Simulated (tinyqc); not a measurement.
Worked calculation: G0W0 on RHF in the sto-6g basis, for HF, spin multiplicity 1. One step of it, computed by the program tinyqc.

Question. Orthogonalisation. S = U s U^T; symmetric (Loewdin) form X = U s^(-1/2) U^T, so that X^T S X = 1.

overlap S:
```
           1F 1s     1F 2s    1F 2px    1F 2py    1F 2pz     2H 1s
1F 1s   1.000000  0.232479  0.000000  0.000000  0.000000  0.058111
1F 2s   0.232479  1.000000  0.000000  0.000000  0.000000  0.492757
1F 2px  0.000000  0.000000  1.000000  0.000000  0.000000  0.000000
1F 2py  0.000000  0.000000  0.000000  1.000000  0.000000  0.000000
1F 2pz  0.000000  0.000000  0.000000  0.000000  1.000000  0.368162
2H 1s   0.058111  0.492757  0.000000  0.000000  0.368162  1.000000
```

Give: eigenvalues of S; X.

Answer.

eigenvalues of S: 0.3706  0.8498  1.0000  1.0000  1.1169  1.6627

X:
```
          1F 1s    1F 2s  1F 2px  1F 2py   1F 2pz    2H 1s
1F 1s    1.0223  -0.1315  0.0000  0.0000  -0.0082   0.0226
1F 2s   -0.1315   1.1542  0.0000  0.0000   0.0977  -0.3364
1F 2px   0.0000   0.0000  1.0000  0.0000   0.0000   0.0000
1F 2py   0.0000   0.0000  0.0000  1.0000   0.0000   0.0000
1F 2pz  -0.0082   0.0977  0.0000  0.0000   1.0716  -0.2475
2H 1s    0.0226  -0.3364  0.0000  0.0000  -0.2475   1.2010
```
